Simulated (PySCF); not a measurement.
# LiP at PBE0

Level: PBE0. PySCF, no relativity, basis sets Li STO-3G, P STO-3G.

| Quantity | Value |
| --- | --- |
| state | ³Σ⁻ (triplet), unpaired electrons π ↑↑ |
| bond length | 2.209 Å |
| harmonic wavenumber | 617 cm⁻¹ |
| force constant | 1.28 mdyn/Å |
| rotational constant Be | 0.6038 cm⁻¹ |
| anharmonicity ωexe | 4.42 cm⁻¹ |
| vibration–rotation constant αe | 0.00586 cm⁻¹ |
| well depth De to Li + P | 2.50 eV |
| dissociation energy D0 | 2.46 eV |
| bond order (Mayer) | 1.62 |
| dipole moment (positive dipole means Li(−)P(+)) | -1.40 D |

STO-3G is very small, so such numbers show the basis as much as the molecule. The state was picked by a PBE0 search and need not be the measured ground state.
